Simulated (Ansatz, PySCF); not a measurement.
CH3O, SMILES C[O] (connectivity only; charge and spin as stated), charge -1, multiplicity 1. Atoms are numbered in the order given.

```xyz
5

C      0.0000     0.0000     0.5430
O      0.0000     0.0000    -0.7943
H      0.8876    -0.5125     1.0321
H      0.0000     1.0249     1.0321
H     -0.8876    -0.5125     1.0321
```
Charge -1, spin multiplicity 1.

Coordinates come from a B3LYP-D3(BJ)/def2-TZVPD optimisation. The spin state was assumed, not searched. The isomer is the one that the SMILES or the coordinates give; other isomers of the formula were not compared.

Estimates of the vertical detachment energy (IE) of the anion in eV. Rows of orbital energies are one-electron estimates, which approximate functionals can put far too low.

```json
[
 {"level": "−ε(HOMO), −ε(LUMO), B3LYP/def2-TZVPD (PySCF)", "IE": "-0.90"},
 {"level": "−ε(HOMO), −ε(LUMO), r2SCAN/def2-TZVPD (PySCF)", "IE": "-1.88"},
 {"level": "−ε(HOMO), −ε(LUMO), PBE/def2-TZVPD (PySCF)", "IE": "-2.05"},
 {"level": "ΔSCF, CAM-B3LYP/def2-TZVPD (Ansatz), final states of multiplicity 2", "IE": "1.62"},
 {"level": "ΔSCF, PBE/def2-TZVPD (Ansatz), final states of multiplicity 2", "IE": "1.67"}
]
```

What vertical singlet–triplet gap does ΔSCF give with CAM-B3LYP/def2-TZVPD (Ansatz, a first-principles code) and with PBE/def2-TZVPD (Ansatz)? (Estimate from the structure and the level; the computed values follow.)

3.01 and 2.86 eV (triplet above singlet where positive).
